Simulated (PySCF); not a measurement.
Potential energy curve for HF, singlet.

- RHF/6-31G* = restricted Hartree-Fock/6-31G*, spherical d run with PySCF
- UHF/3-21G = unrestricted Hartree-Fock/3-21G run with PySCF
- UKS-B3LYP/6-31G* = unrestricted B3LYP/6-31G*, spherical d in PySCF 2.14.0
- UCCSD(T) = CCSD(T) on UHF/cc-pVDZ, 1 core orbital frozen in PySCF

Energies relative to the lowest point of each curve near equilibrium, in eV; the last columns give the difference from UCCSD(T):

```json
[
 {"R / Å": "0.69", "RHF/6-31G*": "2.922", "UHF/3-21G": "3.347", "UKS-B3LYP/6-31G*": "3.201", "UCCSD(T)": "3.025", "RHF/6-31G* − UCCSD(T)": "-0.103", "UHF/3-21G − UCCSD(T)": "0.322", "UKS-B3LYP/6-31G* − UCCSD(T)": "0.176"},
 {"R / Å": "0.73", "RHF/6-31G*": "1.747", "UHF/3-21G": "2.098", "UKS-B3LYP/6-31G*": "1.982", "UCCSD(T)": "1.829", "RHF/6-31G* − UCCSD(T)": "-0.082", "UHF/3-21G − UCCSD(T)": "0.269", "UKS-B3LYP/6-31G* − UCCSD(T)": "0.154"},
 {"R / Å": "0.79", "RHF/6-31G*": "0.664", "UHF/3-21G": "0.899", "UKS-B3LYP/6-31G*": "0.831", "UCCSD(T)": "0.720", "RHF/6-31G* − UCCSD(T)": "-0.056", "UHF/3-21G − UCCSD(T)": "0.179", "UKS-B3LYP/6-31G* − UCCSD(T)": "0.111"},
 {"R / Å": "0.82", "RHF/6-31G*": "0.348", "UHF/3-21G": "0.526", "UKS-B3LYP/6-31G*": "0.478", "UCCSD(T)": "0.392", "RHF/6-31G* − UCCSD(T)": "-0.044", "UHF/3-21G − UCCSD(T)": "0.134", "UKS-B3LYP/6-31G* − UCCSD(T)": "0.086"},
 {"R / Å": "0.87", "RHF/6-31G*": "0.062", "UHF/3-21G": "0.150", "UKS-B3LYP/6-31G*": "0.129", "UCCSD(T)": "0.086", "RHF/6-31G* − UCCSD(T)": "-0.024", "UHF/3-21G − UCCSD(T)": "0.064", "UKS-B3LYP/6-31G* − UCCSD(T)": "0.044"},
 {"R / Å": "0.89", "RHF/6-31G*": "0.015", "UHF/3-21G": "0.068", "UKS-B3LYP/6-31G*": "0.055", "UCCSD(T)": "0.029", "RHF/6-31G* − UCCSD(T)": "-0.015", "UHF/3-21G − UCCSD(T)": "0.039", "UKS-B3LYP/6-31G* − UCCSD(T)": "0.026"},
 {"R / Å": "0.92", "RHF/6-31G*": "0.000", "UHF/3-21G": "0.005", "UKS-B3LYP/6-31G*": "0.000", "UCCSD(T)": "0.000", "RHF/6-31G* − UCCSD(T)": "0.000", "UHF/3-21G − UCCSD(T)": "0.005", "UKS-B3LYP/6-31G* − UCCSD(T)": "0.000"},
 {"R / Å": "0.95", "RHF/6-31G*": "0.042", "UHF/3-21G": "0.000", "UKS-B3LYP/6-31G*": "0.000", "UCCSD(T)": "0.026", "RHF/6-31G* − UCCSD(T)": "0.016", "UHF/3-21G − UCCSD(T)": "-0.026", "UKS-B3LYP/6-31G* − UCCSD(T)": "-0.026"},
 {"R / Å": "0.98", "RHF/6-31G*": "0.129", "UHF/3-21G": "0.043", "UKS-B3LYP/6-31G*": "0.044", "UCCSD(T)": "0.095", "RHF/6-31G* − UCCSD(T)": "0.034", "UHF/3-21G − UCCSD(T)": "-0.051", "UKS-B3LYP/6-31G* − UCCSD(T)": "-0.050"},
 {"R / Å": "1.02", "RHF/6-31G*": "0.301", "UHF/3-21G": "0.161", "UKS-B3LYP/6-31G*": "0.158", "UCCSD(T)": "0.239", "RHF/6-31G* − UCCSD(T)": "0.061", "UHF/3-21G − UCCSD(T)": "-0.078", "UKS-B3LYP/6-31G* − UCCSD(T)": "-0.082"},
 {"R / Å": "1.08", "RHF/6-31G*": "0.645", "UHF/3-21G": "0.434", "UKS-B3LYP/6-31G*": "0.412", "UCCSD(T)": "0.536", "RHF/6-31G* − UCCSD(T)": "0.109", "UHF/3-21G − UCCSD(T)": "-0.102", "UKS-B3LYP/6-31G* − UCCSD(T)": "-0.124"},
 {"R / Å": "1.15", "RHF/6-31G*": "1.130", "UHF/3-21G": "0.851", "UKS-B3LYP/6-31G*": "0.790", "UCCSD(T)": "0.955", "RHF/6-31G* − UCCSD(T)": "0.176", "UHF/3-21G − UCCSD(T)": "-0.104", "UKS-B3LYP/6-31G* − UCCSD(T)": "-0.165"},
 {"R / Å": "1.24", "RHF/6-31G*": "1.820", "UHF/3-21G": "1.478", "UKS-B3LYP/6-31G*": "1.340", "UCCSD(T)": "1.542", "RHF/6-31G* − UCCSD(T)": "0.278", "UHF/3-21G − UCCSD(T)": "-0.064", "UKS-B3LYP/6-31G* − UCCSD(T)": "-0.202"},
 {"R / Å": "1.37", "RHF/6-31G*": "2.847", "UHF/3-21G": "2.262", "UKS-B3LYP/6-31G*": "2.167", "UCCSD(T)": "2.399", "RHF/6-31G* − UCCSD(T)": "0.447", "UHF/3-21G − UCCSD(T)": "-0.137", "UKS-B3LYP/6-31G* − UCCSD(T)": "-0.233"},
 {"R / Å": "1.50", "RHF/6-31G*": "3.838", "UHF/3-21G": "2.681", "UKS-B3LYP/6-31G*": "2.961", "UCCSD(T)": "3.171", "RHF/6-31G* − UCCSD(T)": "0.666", "UHF/3-21G − UCCSD(T)": "-0.490", "UKS-B3LYP/6-31G* − UCCSD(T)": "-0.210"},
 {"R / Å": "1.66", "RHF/6-31G*": "4.961", "UHF/3-21G": "2.941", "UKS-B3LYP/6-31G*": "3.805", "UCCSD(T)": "3.951", "RHF/6-31G* − UCCSD(T)": "1.010", "UHF/3-21G − UCCSD(T)": "-1.010", "UKS-B3LYP/6-31G* − UCCSD(T)": "-0.146"},
 {"R / Å": "1.85", "RHF/6-31G*": "6.135", "UHF/3-21G": "3.084", "UKS-B3LYP/6-31G*": "4.457", "UCCSD(T)": "4.663", "RHF/6-31G* − UCCSD(T)": "1.472", "UHF/3-21G − UCCSD(T)": "-1.579", "UKS-B3LYP/6-31G* − UCCSD(T)": "-0.206"},
 {"R / Å": "2.02", "RHF/6-31G*": "7.039", "UHF/3-21G": "3.146", "UKS-B3LYP/6-31G*": "4.818", "UCCSD(T)": "5.088", "RHF/6-31G* − UCCSD(T)": "1.951", "UHF/3-21G − UCCSD(T)": "-1.942", "UKS-B3LYP/6-31G* − UCCSD(T)": "-0.270"},
 {"R / Å": "2.27", "RHF/6-31G*": "8.144", "UHF/3-21G": "3.189", "UKS-B3LYP/6-31G*": "5.136", "UCCSD(T)": "5.360", "RHF/6-31G* − UCCSD(T)": "2.784", "UHF/3-21G − UCCSD(T)": "-2.171", "UKS-B3LYP/6-31G* − UCCSD(T)": "-0.224"},
 {"R / Å": "2.46", "RHF/6-31G*": "8.832", "UHF/3-21G": "3.206", "UKS-B3LYP/6-31G*": "5.281", "UCCSD(T)": "5.426", "RHF/6-31G* − UCCSD(T)": "3.406", "UHF/3-21G − UCCSD(T)": "-2.221", "UKS-B3LYP/6-31G* − UCCSD(T)": "-0.145"},
 {"R / Å": "2.77", "RHF/6-31G*": "9.724", "UHF/3-21G": "3.221", "UKS-B3LYP/6-31G*": "5.417", "UCCSD(T)": "5.461", "RHF/6-31G* − UCCSD(T)": "4.263", "UHF/3-21G − UCCSD(T)": "-2.240", "UKS-B3LYP/6-31G* − UCCSD(T)": "-0.044"},
 {"R / Å": "3.26", "RHF/6-31G*": "10.690", "UHF/3-21G": "3.231", "UKS-B3LYP/6-31G*": "5.502", "UCCSD(T)": "5.474", "RHF/6-31G* − UCCSD(T)": "5.217", "UHF/3-21G − UCCSD(T)": "-2.242", "UKS-B3LYP/6-31G* − UCCSD(T)": "0.028"},
 {"R / Å": "3.66", "RHF/6-31G*": "11.191", "UHF/3-21G": "3.234", "UKS-B3LYP/6-31G*": "5.521", "UCCSD(T)": "5.476", "RHF/6-31G* − UCCSD(T)": "5.715", "UHF/3-21G − UCCSD(T)": "-2.243", "UKS-B3LYP/6-31G* − UCCSD(T)": "0.045"}
]
```

RHF/6-31G* is furthest from UCCSD(T) at 3.66 (5.715 eV, above); its mean absolute difference over the points is 1.214 eV.

UHF/3-21G is furthest from UCCSD(T) at 3.66 (-2.243 eV, below); its mean absolute difference over the points is 0.770 eV.

UKS-B3LYP/6-31G* is furthest from UCCSD(T) at 2.02 (-0.270 eV, below); its mean absolute difference over the points is 0.122 eV.

The restricted form behind RHF/6-31G* keeps the bonding electrons paired and can't separate into open-shell fragments. The unrestricted determinant behind UHF/3-21G, UCCSD(T) is spin-contaminated at 1.37 to 3.66 Å (<S²> up to 1.0, against 0.00 for a pure singlet). The unrestricted determinant behind UKS-B3LYP/6-31G* is spin-contaminated at 1.66 to 3.66 Å (<S²> up to 1.0, against 0.00 for a pure singlet).
